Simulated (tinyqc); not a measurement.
Inside a calculation. Method: UHF in the sto-6g basis, for NH3, spin multiplicity 1. One step of it, computed by the program tinyqc.

Question. Iteration 2: DIIS coefficients. Solve [B -1; -1 0][c; lambda] = [0; -1] for the coefficients, which sum to one.

B (overlaps of the stored error matrices):
```
[[3.1262586e+00, -3.6571646e-01],
 [-3.6571646e-01, 1.1757620e-01]]
```

Give: DIIS coefficients.

Answer.

DIIS coefficients: [0.1216, 0.8784]
